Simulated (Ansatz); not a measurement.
Cost and result for the atomization energy of `CSC=S` (8 atoms, 7 bonds).

```xyz
8

C    -1.1697   -0.3782    0.1975
S     0.5080   -1.0135    0.0328
C     1.4081    0.4192   -0.2343
S     3.0080    0.4740   -0.4584
H    -1.2479    0.3005    1.0462
H    -1.8097   -1.2422    0.3762
H    -1.4913    0.1159   -0.7188
H     0.7946    1.3242   -0.2412
```

The species carries charge 0 and has multiplicity 1. The geometry is a stationary point of PBE0-D4/def2-TZVP. It is one conformer, not always the lowest. Program: Ansatz. All runs use 2 threads of an Arm Neoverse V1 on a shared host. Times are those of one run each, without the atoms' runs, and a repeat can differ threefold. Electronic energies, without spin–orbit coupling; frozen cores. CCSD(T)/CBS adds CCSD(T) − MP2 in def2-TZVPP to the MP2 limit, and its time is that of the two runs behind it. T1 = 0.016; the RHF reference is unstable towards UHF. B3LYP takes the VWN-RPA correlation (the form of Gaussian; ORCA's B3LYP/G). HSE06 is the plane-wave form, built on full-range PBE exchange.

CCSD(T)/CBS is a level of theory with its own doubt, some kJ/mol a heavy atom from the limit and from the frozen cores, so smaller differences don't rank the functionals.

| level | functions | wall time | atomization (kcal/mol) | difference from CCSD(T)/CBS | per bond |
| --- | --- | --- | --- | --- | --- |
| LDA (SPW92)/def2-TZVPP | 202 | 1.4 s | 802.2 | 115.4 | 16.5 |
| BLYP-D4/def2-TZVPP | 202 | 2.4 s | 690.8 | 4.0 | 0.6 |
| revPBE-D4/def2-TZVPP | 202 | 2.5 s | 695.6 | 8.8 | 1.3 |
| CCSD(T)/def2-SVP | 84 | 2.8 s | 642.5 | -44.3 | -6.3 |
| PBE0-D4/def2-TZVPP | 202 | 3.5 s | 695.2 | 8.4 | 1.2 |
| BHLYP-D4/def2-TZVPP | 202 | 3.7 s | 662.2 | -24.6 | -3.5 |
| HSE06-D4/def2-TZVPP | 202 | 3.8 s | 696.0 | 9.2 | 1.3 |
| B3LYP-D4/def2-TZVPP (with forces) | 202 | 5.5 s | 688.1 | 1.3 | 0.2 |
| r2SCAN-D4/def2-TZVPP (with forces) | 202 | 6 s | 694.7 | 7.9 | 1.1 |
| B97M-V/def2-TZVPP | 202 | 11 s | 696.1 | 9.3 | 1.3 |
| MP2/def2-QZVPP | 374 | 23 s | 691.9 | 5.1 | 0.7 |
| CCSD(T)/def2-TZVPP | 202 | 71 s | 666.3 | -20.5 | -2.9 |
| CCSD(T)/CBS(def2) | – | 94 s | 686.8 | 0.0 | 0.0 |

From r2SCAN to r2SCAN0 (25 % exact exchange), in def2-TZVPP and without D4, the atomization energy moves by −14.5 kcal/mol: exact exchange takes away binding that semilocal exchange gives to molecules. At CCSD(T), def2-SVP lies −44.3 kcal/mol from the extrapolated value and def2-TZVPP −20.5 kcal/mol: correlation converges slowly with the basis, and small sets miss more of it in the bonded molecule than in its fragments. In def2-TZVPP, CCSD(T) changes the Hartree–Fock value by +186.5 kcal/mol (the triples alone add +15.2 kcal/mol) and MP2 by +200.0 kcal/mol; breaking electron pairs costs correlation energy, which Hartree–Fock lacks.
